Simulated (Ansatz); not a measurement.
```xyz
6

N    -1.017   -0.820   -1.720
C    -0.441   -0.407   -0.816
C     0.308    0.098    0.318
Cl   -0.654    1.237    1.283
H     1.200    0.618   -0.030
H     0.603   -0.728    0.964
```

The species carries charge 0 and has multiplicity 1.

(1) List the r2SCAN/def2-TZVPP orbital energies in eV (the Gaussian-basis code of Ansatz). (An estimate is asked.)

Results:

(1) Ansatz gave: Occupied: -2754.14, -385.82, -276.40, -274.66, -255.49, -194.13, -193.85, -193.84, -24.49, -23.33, -19.54, -14.25, -13.15, -12.23, -9.53, -9.11, -9.07, -8.31, -8.17. Lowest empty: -1.79, -0.43, 0.25, 1.91, 2.60, 2.70, 3.70, 4.36.
